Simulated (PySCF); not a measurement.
**Frontier orbitals and the lowest excitations**

Compound: formaldoxime, CH₃NO.
Atom-mapped SMILES: `[CH2:1]=[N:2][OH:3]` (hydrogens: H4, H5 on C1; H6 on O3)

Computed with TDDFT wB97X-D/def2-SVPD, vertical, gas phase, core orbitals frozen in the response (PySCF 2.14.0, density-fitted response routines). Geometry: GFN2-xTB, one conformer, isolated molecule. Torsions of this conformer, `[CH2:1]=[N:2][OH:3]`: H–O3–N2–C1 180°.

Frontier orbitals with the atoms that hold most of them (Löwdin shares over 4%, at most four atoms; ? is withheld):

```
orbital  ε (eV)                           atoms
 LUMO+2    2.99  C1 38%, H5 18%, O3 18%, H4 18%
 LUMO+1    2.36   O3 46%, H6 22%, C1 18%, N2 7%
   LUMO       ?                               ?
   HOMO   -9.93          O3 42%, C1 27%, N2 24%
 HOMO-1   -9.97                               ?
 HOMO-2  -14.02          O3 46%, N2 34%, C1 14%
 HOMO-3  -14.06  C1 34%, O3 28%, H4 16%, H5 10%
```

**Question.** Which atoms hold the HOMO-1, and with what shares?

**Answer.** N2 (bonded to C and O) 55%; O3 (bonded to N and H) 24%; C1 (bonded to N and 2 H) 12%; H5 (bonded to C) 5%.

**Question.** Which atoms hold the LUMO, and with what shares?

**Answer.** N2 (bonded to C and O) 39%; C1 (bonded to N and 2 H) 36%; H5 (bonded to C) 9%; O3 (bonded to N and H) 8%.

**Question.** What is the LUMO energy, and the HOMO–LUMO gap?

**Answer.** ε(LUMO) = 1.62 eV; the gap is 11.54 eV (0.4242 hartree).

**Question.** The HOMO–LUMO gap is 11.54 eV. Where does the response calculation put the lowest singlet, and from which orbitals?

**Answer.** S1 is at 5.80 eV (f = 0.0010), 5.74 eV below the gap, made of HOMO-1→LUMO (99%). Its leading pair isn't HOMO and LUMO; the energies of that pair differ by 11.59 eV. Without the coupling terms of the response equations the lowest excitation would equal the gap.

**Question.** One configuration dominates each of S1, S2, S3 and S4. Which, and how do the shares of the two leading atoms of either orbital change from the occupied to the empty one?

**Answer.** 
- S1 (5.80 eV, f 0.0010), HOMO-1→LUMO (99%): N2 55% → 39%, O3 24% → 8%, C1 12% → 36%
- S2 (7.16 eV, f 0.178), HOMO→LUMO (92%): O3 42% → 8%, C1 27% → 36%, N2 24% → 39%
- S3 (7.53 eV, f 0.0015), HOMO→LUMO+1 (92%): O3 42% → 46%, C1 27% → 18%, H6 at most 4% → 22%
- S4 (7.70 eV, f 0.036), HOMO-1→LUMO+1 (92%): N2 55% → 7%, O3 24% → 46%, H6 at most 5% → 22%

Löwdin shares depend on the basis, the more so with diffuse functions.
